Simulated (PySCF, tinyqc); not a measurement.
CIS on RHF in the sto-3g basis, for LiH, spin multiplicity 1, step by step. The lowest restricted solution is unstable here: a spin-polarised one lies 0.0090 hartree lower (PySCF). One step of it, computed by the program tinyqc.

Question. CIS matrix, singlets. A(ia,jb) = (e_a - e_i) d_ij d_ab + 2 (ia|jb) - (ij|ab).

orbital energies (hartree): MO1 -2.369963, MO2 -0.227437, MO3 0.069088, MO4 0.159256, MO5 0.159256, MO6 0.364572

Two-electron integrals over orbitals (pq|rs), unique and non-zero (hartree):
```
(11|11) 1.659383    (21|11) -0.097749   (21|21) 0.009924    (22|11) 0.305578
(22|21) 0.002284    (22|22) 0.443064    (31|11) -0.142194   (31|21) 0.010687
(31|22) -0.010504   (31|31) 0.022035    (32|11) 0.032206    (32|21) -0.002516
(32|22) -0.062842   (32|31) -0.000325   (32|32) 0.024679    (33|11) 0.389234
(33|21) -0.008536   (33|22) 0.212305    (33|31) 0.000689    (33|32) 0.015993
(33|33) 0.325168    (41|41) 0.009803    (42|41) 0.007275    (42|42) 0.020974
(43|41) 0.010411    (43|42) 0.020730    (43|43) 0.041391    (44|11) 0.396343
(44|21) -0.003531   (44|22) 0.239804    (44|31) -0.005072   (44|32) 0.016113
(44|33) 0.278631    (44|44) 0.312946    (51|51) 0.009803    (52|51) 0.007275
(52|52) 0.020974    (53|51) 0.010411    (53|52) 0.020730    (53|53) 0.041391
(54|54) 0.016869    (55|11) 0.396343    (55|21) -0.003531   (55|22) 0.239804
(55|31) -0.005072   (55|32) 0.016113    (55|33) 0.278631    (55|44) 0.279207
(55|55) 0.312946    (61|11) 0.067694    (61|21) -0.008934   (61|22) -0.007188
(61|31) -0.004409   (61|32) 0.002841    (61|33) 0.011662    (61|44) 0.001625
(61|55) 0.001625    (61|61) 0.010665    (62|11) -0.083891   (62|21) 0.001192
(62|22) 0.105567    (62|31) 0.004479    (62|32) -0.047919   (62|33) -0.017895
(62|44) -0.040136   (62|55) -0.040136   (62|61) 0.001283    (62|62) 0.131705
(63|11) 0.025651    (63|21) -0.002162   (63|22) -0.060654   (63|31) 0.003927
(63|32) 0.020473    (63|33) 0.037005    (63|44) 0.009753    (63|55) 0.009753
(63|61) 0.004596    (63|62) -0.041683   (63|63) 0.033659    (64|41) -0.005657
(64|42) -0.018000   (64|43) -0.011363   (64|64) 0.018867    (65|51) -0.005657
(65|52) -0.018000   (65|53) -0.011363   (65|65) 0.018867    (66|11) 0.349177
(66|21) 0.000537    (66|22) 0.413655    (66|31) -0.010416   (66|32) -0.050312
(66|33) 0.238957    (66|44) 0.256095    (66|55) 0.256095    (66|61) -0.005250
(66|62) 0.089974    (66|63) -0.047045   (66|66) 0.407643
```

Give: CIS matrix A, singlet.

Answer.

CIS matrix A, singlet (hartree), lower triangle:
```
         1>3     1>4     1>5     1>6      2>3     2>4     2>5     2>6
1>3   2.0939
1>4   0.0000  2.1525
1>5   0.0000  0.0000  2.1525
1>6  -0.0345  0.0000  0.0000  2.4067
2>3   0.0079  0.0000  0.0000  0.0078   0.1336
2>4   0.0000  0.0181  0.0000  0.0000   0.0000  0.1888
2>5   0.0000  0.0000  0.0181  0.0000   0.0000  0.0000  0.1888
2>6   0.0111  0.0000  0.0000  0.0020  -0.0352  0.0000  0.0000  0.4418
```
